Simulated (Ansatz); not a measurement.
## BClH2N, SMILES N[B]Cl: a composite energy at a relaxed geometry, step by step

With Ansatz 0.2.0, Python API.

Contents of `bclh2n.xyz`:
```text
5

N    -0.53530    0.23920   -0.49360
B    -0.27040   -0.72750    0.58800
Cl    1.43350   -1.28900    0.86520
H    -0.89830    1.14080   -0.03560
H     0.32040    0.56280   -0.96540
```

Notebook, run cell by cell (the value of a cell's last expression is shown):

In [1]:
```python
import ansatz as az
import numpy as np
```

In [2]:
```python
params = {
    "basis": "def2-SVP",
    "xc": "b3lyp",
}
```

In [3]:
```python
system = az.Crystal.molecule_from_extxyz("bclh2n.xyz")

calculation = (
    system.calculation()
    .basis(gaussian=params["basis"])
    .functional(params["xc"])
    .spin("collinear", total=1)
)
symbols = [site.symbol for site in system.cartesian_sites]
start = np.array([site.position_ang for site in system.cartesian_sites], dtype=float)
data = calculation.relax(force_tolerance=0.01).run(threads=1, backend="cpu").report
end = np.array(data["positions_ang"])
print("final positions (A) and the move of each atom")
for symbol, xyz, old in zip(symbols, end, start):
    print(f"{symbol:2s} {xyz[0]:10.5f} {xyz[1]:10.5f} {xyz[2]:10.5f}   {np.linalg.norm(xyz - old):7.4f}")
```
```text
final positions (A) and the move of each atom
N    -0.33671    0.41349   -0.25742    0.3544
B    -0.09986   -0.54692    0.70765    0.2757
Cl    1.35532   -1.53773    0.79291    0.2706
H    -1.18601    0.96627   -0.27660    0.4139
H     0.31716    0.63118   -1.00795    0.0806
```

In [4]:
```python
minimum = az.Crystal.molecule()
for symbol, place in zip(symbols, end):
    minimum = minimum.atom(symbol, place.tolist())
at_minimum = minimum.calculation().spin("collinear", total=1)
level = lambda method, basis: at_minimum.basis(gaussian=basis).correlation(method).run(threads=1, backend="cpu").report
small, large, cluster = level("mp2", "cc-pVDZ"), level("mp2", "cc-pVTZ"), level("ccsd_t", "cc-pVDZ")
corr = lambda each: (each["free_energy_ev"] - each["reference_energy_ev"]) / 27.211386246
mp2_limit = (27 * corr(large) - 8 * corr(small)) / 19
pieces = {"HF / cc-pVTZ": large["reference_energy_ev"] / 27.211386246, "MP2 correlation, DZ-TZ limit": mp2_limit, "CCSD(T) - MP2 / cc-pVDZ": corr(cluster) - corr(small)}
for name, value in pieces.items():
    print(f"{name:32s} {value:14.6f} Ha")
print(f"{'sum':32s} {sum(pieces.values()):14.6f} Ha")
print("T1 diagnostic", round(cluster["correlation"]["coupled_cluster"]["t1_diagnostic"], 4))
```
```text
HF / cc-pVTZ                        -539.879073 Ha
MP2 correlation, DZ-TZ limit          -0.520691 Ha
CCSD(T) - MP2 / cc-pVDZ               -0.038562 Ha
sum                                 -540.438326 Ha
T1 diagnostic 0.0145
```

Reading the output:
- Total energies depend on the basis set; only differences at equal settings carry meaning.
- The sum leaves out core correlation, relativity, the Hartree-Fock basis error and zero-point energy; a DZ-TZ extrapolation is rough.
- The species is open-shell (spin multiplicity 2).
- b3lyp holds the VWN-RPA fit, as in Gaussian; the form of ORCA and Turbomole is b3lyp5.
- Inner cores stay frozen, so this is valence correlation.
- For Al to Cl the sets with a tight d function, cc-pV(X+d)Z, are usual.
- Timing: 19 s on 1 thread of Intel(R) Xeon(R) Platinum 8488C (Sapphire Rapids), with other jobs on the host, peak memory 0.28 GiB.

(Lines on the test bed's own set-up are left out of the output.)
